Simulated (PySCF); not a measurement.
Numbering as in the mapped SMILES `[CH3:1][C:2]([CH3:3])([CH3:4])[CH2:5][OH:6]`; H(Xn) means a hydrogen on atom n.

[PySCF 2.14.0 with density-fitted response routines: GIAO PBE0/pcSseg-1 shieldings; structure optimised with GFN2-xTB; no solvent model; relativity neglected; one conformer; equivalent nuclei averaged]

Question: Predict the 2D correlation tables (HSQC, COSY, HMBC).

Answer: 

HSQC (one-bond C–H):
| δH | δC |
| --- | --- |
| 3.51 (H(C5)) | 78.2 (C5) |
| 0.90 (H(C1)/H(C3)/H(C4)) | 27.1 (C1/C3/C4) |

HMBC (two and three bonds, from the bond graph):
| δH | δC |
| --- | --- |
| 3.51 (H(C5)) | 35.1 (C2), 27.1 (C1/C3/C4) |
| 0.90 (H(C1)/H(C3)/H(C4)) | 78.2 (C5), 35.1 (C2), 27.1 (C1/C3/C4) |

No COSY cross peaks are expected.

δ = σ(ref) − σ, references computed at the same level: 1H (31.72 ppm), 13C (186.93 ppm) vs TMS.

Short H···H contacts in this conformer between protons four or more bonds apart (candidates for NOE cross peaks, intensity ∝ r⁻⁶): H(C4)···H(C5) 2.49 Å.

OH/NH shifts are gas-phase values; hydrogen bonding in solution moves them, usually downfield. Shifts are as computed. Against solution values, carbons near 30 ppm lie about +3 ppm off and those near 130 ppm about +5 ppm. Of 1211 compounds with measured shifts, 218 miss one by over three times the rms of a fit or turn the order of signals round; such compounds aren't used in these exercises.
